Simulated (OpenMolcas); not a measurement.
# [NO2]+ (SMILES O=[N+]=O) at CCSD(T)/ANO-L-VTZP

Aim: the energy change on altering one bond length of [NO2]+ at CCSD(T)/ANO-L-VTZP, from 2 runs. 

The results are computed with OpenMolcas 26.06.

2 further runs of the same task are left out: 2 for a known fault of the program.

## 1. The structure to begin with

[NO2]+ has 3 atoms, charge +1, and is taken as a singlet. As SMILES, `O=[N+]=O`. The shape is that of a PBE0-D4/def2-TZVP optimisation.

Bond lengths: O1–N2 1.110 Å, N2–O3 1.110 Å. Angles: O1–N2–O3 180.0°.

## 2. A single-point energy at CCSD(T)/ANO-L-VTZP

job.input reads:

```
* NO2 CCSD(T)
&GATEWAY
Coord
3
angstrom
O       -0.572980       0.927020      -0.209580
N       -0.000010      -0.000010       0.000000
O        0.572990      -0.927010       0.209580
Basis=ANO-L-VTZP
Group=NoSym
&SEWARD
&SCF
Charge=1
PrOrbitals=1 1
&RASSCF
FileOrb=$Project.ScfOrb
Spin=1
Nactel=0 0 0
Inactive=11
Ras2=0
OutOrbitals=Canonical
OrbListing=Nothing
&MOTRA
JobIph
Frozen=3
&CCSDT
CCT
Triples=2
Iterations=50
Extrapolation=5 4
```

Started as:

```console
$ export MOLCAS_MEM=1860
$ pymolcas job.input > job.log
```

Standard output:

```text
--- Start Module: gateway ---
[...]
--- Stop Module: gateway /rc=_RC_ALL_IS_WELL_ ---
[...]
      Basis functions           90
[...]
       Convergence after  13 Iterations
[...]
::    Total SCF energy                               -203.7791945765
[...]
      Total spin, S                                     0.0000000000
[...]
      Number of active orbitals                  0
[...]
      Spin quantum number                      0.0
[...]
      Active orbitals                            0
[...]
      Number of CSFs                             1
[...]
      Number of root(s) required                 1
[...]
      Convergence after  4 iterations
[...]
      Natural orbitals and occupation numbers for root  1
      ************************************************************************************************************************
      *                                                    Final results                                                     *
      ************************************************************************************************************************
[...]
::    RASSCF root number  1 Total energy:   -203.77919458
[...]
      Total electronic charge=   22.000000
      Total            charge=    1.000000
[...]
      Dipole Moment (debye):
      Origin of the operator (angstrom)=    0.0000    0.0000   -0.0000
                   X= -4.1050E-06               Y= -8.0035E-05               Z=  1.0609E-05           Total=  8.0839E-05
      Center of Charge (angstrom)
[...]
--- Start Module: motra ---
[...]
      *** WARNING: Default frozen orbitals is overwritten by user input.
      *** Default values:   3
[...]
--- Stop Module: motra /rc=_RC_ALL_IS_WELL_ ---
[...]
--- Start Module: ccsdt ---
[...]
      Convergence after                    14  Iterations
      Total energy (diff) :    -204.42018946      -0.00000006
[...]
 METHOD                       : CCSD+T(CCSD)+<T3(1)WT1> = CCSD(T)
[...]
       CCSD     =      -204.4201894586375
[...]
--- Stop Module: ccsdt /rc=_RC_ALL_IS_WELL_ ---
[...]
```

Wall time 43 s (1 thread of Arm Neoverse V1, shared host); peak memory 0.49 GiB.

## 3. The distorted shape

job.inp reads:

```
&gateway
coord
3
angstrom
O       -0.716226       1.158763      -0.261973
N       -0.143256       0.231733      -0.052393
O        0.572990      -0.927010       0.209580
basis=ANO-L-VTZP
group=NoSym
&seward
&scf
charge=1
prorbitals=1 1
&rasscf
fileorb=$Project.ScfOrb
spin=1
nactel=0 0 0
inactive=11
ras2=0
outorbitals=Canonical
orblisting=Nothing
&motra
jobiph
frozen=3
&ccsdt
cct
triples=2
iterations=50
extrapolation=5 4
```

Started as:

```console
$ export MOLCAS_MEM=1860
$ pymolcas job.inp > job.log
```

Standard output:

```text
--- Start Module: gateway ---
[...]
--- Stop Module: gateway /rc=_RC_ALL_IS_WELL_ ---
[...]
      Basis functions           90
[...]
       Convergence after  15 Iterations
[...]
::    Total SCF energy                               -203.6764957287
[...]
      Total spin, S                                     0.0000000000
[...]
      Number of active orbitals                  0
[...]
      Spin quantum number                      0.0
[...]
      Active orbitals                            0
[...]
      Number of CSFs                             1
[...]
      Number of root(s) required                 1
[...]
      Convergence after  4 iterations
[...]
      Natural orbitals and occupation numbers for root  1
      ************************************************************************************************************************
      *                                                    Final results                                                     *
      ************************************************************************************************************************
[...]
::    RASSCF root number  1 Total energy:   -203.67649573
[...]
      Total electronic charge=   22.000000
      Total            charge=    1.000000
[...]
      Dipole Moment (debye):
      Origin of the operator (angstrom)=   -0.0934    0.1512   -0.0342
                   X= -8.3243E-01               Y=  1.3467E+00               Z= -3.0447E-01           Total=  1.6122E+00
      Center of Charge (angstrom)
[...]
--- Start Module: motra ---
[...]
      *** WARNING: Default frozen orbitals is overwritten by user input.
      *** Default values:   3
[...]
--- Stop Module: motra /rc=_RC_ALL_IS_WELL_ ---
[...]
--- Start Module: ccsdt ---
[...]
      Convergence after                    10  Iterations
      Total energy (diff) :    -204.34283291      -0.00000005
[...]
 METHOD                       : CCSD+T(CCSD)+<T3(1)WT1> = CCSD(T)
[...]
       CCSD     =      -204.3428329124228
[...]
--- Stop Module: ccsdt /rc=_RC_ALL_IS_WELL_ ---
[...]
```

Wall time 38 s (1 thread of Arm Neoverse V1, shared host); peak memory 0.49 GiB.

## 4. Outcome

Level: CCSD(T)/ANO-L-VTZP, 3 core orbitals frozen.

| quantity | value |
| --- | --- |
| first shape: total energy | -204.45738 Eh |
| first shape: HOMO energy (Hartree–Fock orbitals) | -25.16 eV |
| first shape: LUMO energy (Hartree–Fock orbitals) | -6.08 eV |
| first shape: HOMO–LUMO gap (Hartree–Fock orbitals) | 19.08 eV |
| first shape: correlation energy (3 core orbitals frozen) | -678.2 mEh |
| first shape: (T) correction | -37.19 mEh |
| distorted shape: total energy | -204.39057 Eh |
| distorted shape: HOMO energy (Hartree–Fock orbitals) | -23.90 eV |
| distorted shape: LUMO energy (Hartree–Fock orbitals) | -8.04 eV |
| distorted shape: HOMO–LUMO gap (Hartree–Fock orbitals) | 15.86 eV |
| distorted shape: correlation energy (3 core orbitals frozen) | -714.1 mEh |
| distorted shape: (T) correction | -47.73 mEh |
| energy change with the N2–O3 bond stretched from 1.110 to 1.387 Å | 1.818 eV |

In words: With the N2–O3 bond stretched from 1.110 to 1.387 Å the energy rises by 1.82 eV (175 kJ/mol). The first shape isn't relaxed at this level, so the change isn't measured from a minimum. The triples (first shape) make up 5.5 % of the correlation energy. Mulliken charges (distorted shape) of the mean-field density run from +0.06 on O3 to +0.61 on N2. The triples (distorted shape) make up 6.7 % of the correlation energy.
